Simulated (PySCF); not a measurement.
C2H3, SMILES [CH]=C (connectivity only; charge and spin as stated), charge +1, multiplicity 1. Geometry: B3LYP-D3(BJ)/def2-TZVP. The multiplicity is an assumed one; other spin states were not compared. The isomer is the one that the SMILES or the coordinates give; other isomers of the formula were not compared.

TDDFT-ωB97X/def2-TZVPD (PySCF) puts the lowest singlet excitations at 3.24, 7.75, 8.64, 10.80, 10.81, 11.19 eV.

Problem. What are the lowest excitation roots from ADC(2)/aug-cc-pVDZ (PySCF 2.14.0)? (An estimate is asked for; the answer gives what the named calculation found.)

Solution. 3.44, 7.53, 8.55, 10.77, 11.22, 11.41 eV. S1 differs by 0.20 eV (second minus first; roots are paired by order, and the bases may differ).
